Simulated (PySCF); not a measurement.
# C4H7FO: the cost of one run

Programs: PySCF 2.14.0, with density-fitted response routines of our own. Each step states its level of theory. These are calculated values for one molecule in the gas phase, unless marked as measured. Atoms count from 0, in the outputs and in this text.

### 1 The molecule as given

13 atoms, charge 0, multiplicity 1; geometry from: PBE0-D3(BJ)/def2-SVP.

Bonds of the start (Å): C0–C1 1.34, C1–C2 1.50, C2–F3 1.36, C1–O4 1.35, O4–C5 1.40, C0–H6 1.09, C0–H7 1.09, C2–H8 1.10, C2–H9 1.10, C5–H10 1.10, C5–H11 1.10, C5–H12 1.10.

### 2 NMR shieldings: PBE0/pcSseg-1

The job: settings as JSON, then the geometry in Å.

```
{"job": {"kind": "nmr", "xc": "PBE0", "basis": "pcSseg-1", "pop": false}, "charge": 0, "multiplicity": 1}
C      0.341023     1.359120     0.017266
C      0.399868     0.027912    -0.093765
C      1.667695    -0.730307    -0.359787
F      2.737069     0.103398    -0.495977
O     -0.616911    -0.849539     0.011552
C     -1.889136    -0.340631     0.303470
H      1.260802     1.931573    -0.094160
H     -0.586589     1.896713     0.211060
H      1.850737    -1.431725     0.473685
H      1.545906    -1.329564    -1.279821
H     -2.567914    -1.199316     0.380462
H     -2.246636     0.333832    -0.494511
H     -1.890883     0.212679     1.259023
```

With the program's defaults for keys left out, this is: GIAO PBE0/pcSseg-1 NMR shielding, non-relativistic, gas phase.

Run with:

```console
$ OMP_NUM_THREADS=1 python probes_run.py task.json out
```

The driver reads the jobs from task.json and runs them one after another.

Q: Estimate the wall time and peak memory of this first job on 1 thread of Arm Neoverse V1, shared host.

About 9.7 s, with a peak of 0.71 GiB.
